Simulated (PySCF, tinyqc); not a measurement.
Inside a calculation. Method: MP2 on RHF in the sto-3g basis, frozen core, for CH2, spin multiplicity 1. The lowest restricted solution is unstable here: a spin-polarised one lies 0.0366 hartree lower (PySCF). One step of it, computed by the program tinyqc.

Task: Second-order Moller-Plesset energy. E2 = sum_ijab (ia|jb) [2 (ia|jb) - (ib|ja)] / (e_i + e_j - e_a - e_b) over occupied i, j and virtual a, b; the opposite-spin part is (ia|jb)^2 / denominator, the rest is same-spin, and SCS-MP2 scales them by 6/5 and 1/3.

orbital energies (hartree): MO1 -10.992772, MO2 -0.787584, MO3 -0.499016, MO4 -0.277212, MO5 0.239134, MO6 0.525337, MO7 0.683004

Two-electron integrals over orbitals (pq|rs), unique and non-zero (hartree); the lowest 1 orbital is frozen and left out:
```
p,q,r,s,(pq|rs)
2,2,2,2,0.537924
3,2,2,2,0.018457
3,2,3,2,0.139365
3,3,2,2,0.498034
3,3,3,2,-0.011625
3,3,3,3,0.510778
4,2,2,2,0.018661
4,2,3,2,0.001171
4,2,3,3,0.019701
4,2,4,2,0.079185
4,3,2,2,0.004718
4,3,3,2,0.026399
4,3,3,3,-0.002817
4,3,4,2,-0.005585
4,3,4,3,0.034307
4,4,2,2,0.499799
4,4,3,2,-0.003085
4,4,3,3,0.457102
4,4,4,2,-0.086764
4,4,4,3,0.010552
4,4,4,4,0.654273
5,2,5,2,0.091344
5,3,5,2,-0.004268
5,3,5,3,0.019257
5,4,5,2,-0.038182
5,4,5,3,0.002962
5,4,5,4,0.049378
5,5,2,2,0.542815
5,5,3,2,-0.001271
5,5,3,3,0.472002
5,5,4,2,-0.047629
5,5,4,3,0.008080
5,5,4,4,0.577528
5,5,5,5,0.672833
6,2,2,2,-0.078794
6,2,3,2,0.009027
6,2,3,3,-0.023445
6,2,4,2,-0.002510
6,2,4,3,-0.006987
6,2,4,4,-0.070149
6,2,5,5,-0.119278
6,2,6,2,0.091747
6,3,2,2,0.029794
6,3,3,2,0.067804
6,3,3,3,0.002346
6,3,4,2,-0.011902
6,3,4,3,0.033158
6,3,4,4,0.030982
6,3,5,5,0.038402
6,3,6,2,-0.026204
6,3,6,3,0.092840
6,4,2,2,-0.039903
6,4,3,2,-0.015441
6,4,3,3,-0.002850
6,4,4,2,0.008045
6,4,4,3,-0.002135
6,4,4,4,-0.060797
6,4,5,5,-0.055799
6,4,6,2,0.048319
6,4,6,3,-0.024066
6,4,6,4,0.039989
6,5,5,2,-0.053149
6,5,5,3,0.007352
6,5,5,4,0.010931
6,5,6,5,0.040930
6,6,2,2,0.511222
6,6,3,2,-0.045202
6,6,3,3,0.503289
6,6,4,2,0.051440
6,6,4,3,-0.019066
6,6,4,4,0.450399
6,6,5,5,0.490187
6,6,6,2,-0.054543
6,6,6,3,-0.026480
6,6,6,4,-0.015463
6,6,6,6,0.568736
7,2,2,2,0.021146
7,2,3,2,0.002788
7,2,3,3,0.005081
7,2,4,2,-0.005025
7,2,4,3,-0.029257
7,2,4,4,0.024411
7,2,5,5,0.034746
7,2,6,2,-0.014715
7,2,6,3,-0.038447
7,2,6,4,-0.014470
7,2,6,6,0.021656
7,2,7,2,0.059963
7,3,2,2,0.059550
7,3,3,2,-0.019368
7,3,3,3,0.028782
7,3,4,2,-0.054341
7,3,4,3,0.001348
7,3,4,4,0.118191
7,3,5,5,0.124958
7,3,6,2,-0.068317
7,3,6,3,0.013071
7,3,6,4,-0.040765
7,3,6,6,0.015992
7,3,7,2,0.029094
7,3,7,3,0.113316
7,4,2,2,-0.001709
7,4,3,2,-0.067074
7,4,3,3,0.008240
7,4,4,2,0.001477
7,4,4,3,0.005797
7,4,4,4,0.009538
7,4,5,5,0.008187
7,4,6,2,-0.014316
7,4,6,3,-0.036470
7,4,6,4,0.006843
7,4,6,6,0.025924
7,4,7,2,-0.005950
7,4,7,3,0.017223
7,4,7,4,0.058170
7,5,5,2,0.014446
7,5,5,3,0.017247
7,5,5,4,-0.003498
7,5,6,5,-0.004723
7,5,7,5,0.024000
7,6,2,2,-0.016010
7,6,3,2,-0.099828
7,6,3,3,0.011451
7,6,4,2,-0.015127
7,6,4,3,-0.033640
7,6,4,4,0.014865
7,6,5,5,0.003779
7,6,6,2,0.003130
7,6,6,3,-0.068095
7,6,6,4,0.013744
7,6,6,6,0.032771
7,6,7,2,0.020722
7,6,7,3,0.027689
7,6,7,4,0.044334
7,6,7,6,0.097367
7,7,2,2,0.520760
7,7,3,2,0.051218
7,7,3,3,0.506263
7,7,4,2,-0.010730
7,7,4,3,0.019344
7,7,4,4,0.517173
7,7,5,5,0.524379
7,7,6,2,-0.042595
7,7,6,3,0.053526
7,7,6,4,-0.023618
7,7,6,6,0.488740
7,7,7,2,0.003444
7,7,7,3,0.056167
7,7,7,4,-0.020343
7,7,7,6,-0.037989
7,7,7,7,0.575046
```

Hartree-Fock energy = -38.34485559 hartree

Give: Terms; Pair energies; MP2 correlation energy; SCS-MP2 correlation energy; MP2 total energy.

Result:

Terms (the 40 largest of 45):
```
i,j,a,b,(ia|jb),(ib|ja),denominator,term
3,3,7,7,0.1133,0.1133,-2.3640,-0.0054
3,3,6,6,0.0928,0.0928,-2.0487,-0.0042
2,2,5,5,0.0913,0.0913,-2.0534,-0.0041
2,2,6,6,0.0917,0.0917,-2.6258,-0.0032
2,3,6,7,-0.0683,-0.0384,-2.4949,-0.0027
3,2,7,6,-0.0683,-0.0384,-2.4949,-0.0027
4,4,5,5,0.0494,0.0494,-1.0327,-0.0024
4,4,7,7,0.0582,0.0582,-1.9204,-0.0018
2,2,7,7,0.0600,0.0600,-2.9412,-0.0012
2,4,6,6,0.0483,0.0483,-2.1155,-0.0011
4,2,6,6,0.0483,0.0483,-2.1155,-0.0011
4,4,6,6,0.0400,0.0400,-1.6051,-0.0010
2,4,5,5,-0.0382,-0.0382,-1.5431,-0.0009
4,2,5,5,-0.0382,-0.0382,-1.5431,-0.0009
3,4,7,6,-0.0408,-0.0365,-1.9846,-0.0009
4,3,6,7,-0.0408,-0.0365,-1.9846,-0.0009
4,3,7,6,-0.0365,-0.0408,-1.9846,-0.0006
3,4,6,7,-0.0365,-0.0408,-1.9846,-0.0006
3,2,7,7,0.0291,0.0291,-2.6526,-3.19e-04
2,3,7,7,0.0291,0.0291,-2.6526,-3.19e-04
4,3,6,6,-0.0241,-0.0241,-1.8269,-3.17e-04
3,4,6,6,-0.0241,-0.0241,-1.8269,-3.17e-04
2,3,6,6,-0.0262,-0.0262,-2.3373,-2.94e-04
3,2,6,6,-0.0262,-0.0262,-2.3373,-2.94e-04
3,3,5,5,0.0193,0.0193,-1.4763,-2.51e-04
4,3,7,7,0.0172,0.0172,-2.1422,-1.38e-04
3,4,7,7,0.0172,0.0172,-2.1422,-1.38e-04
3,2,6,7,-0.0384,-0.0683,-2.4949,-1.32e-04
2,3,7,6,-0.0384,-0.0683,-2.4949,-1.32e-04
2,4,7,6,-0.0145,-0.0143,-2.2731,-9.31e-05
4,2,6,7,-0.0145,-0.0143,-2.2731,-9.31e-05
4,2,7,6,-0.0143,-0.0145,-2.2731,-8.92e-05
2,4,6,7,-0.0143,-0.0145,-2.2731,-8.92e-05
2,2,7,6,-0.0147,-0.0147,-2.7835,-7.78e-05
2,2,6,7,-0.0147,-0.0147,-2.7835,-7.78e-05
3,3,6,7,0.0131,0.0131,-2.2064,-7.74e-05
3,3,7,6,0.0131,0.0131,-2.2064,-7.74e-05
4,4,7,6,0.0068,0.0068,-1.7628,-2.66e-05
4,4,6,7,0.0068,0.0068,-1.7628,-2.66e-05
4,2,7,7,-0.0060,-0.0060,-2.4308,-1.46e-05
```

Pair energies (hartree; pair i-j sums ij and ji):
```
pair,opposite spin,same spin
2-2,-0.0086,0
3-2,-0.0062,-0.0007
3-3,-0.0100,0
4-2,-0.0045,-2.08e-08
4-3,-0.0039,-1.86e-05
4-4,-0.0052,0
```

MP2 correlation energy = -0.039201 hartree

SCS-MP2 correlation energy = -0.046406 hartree

MP2 total energy = -38.384057 hartree
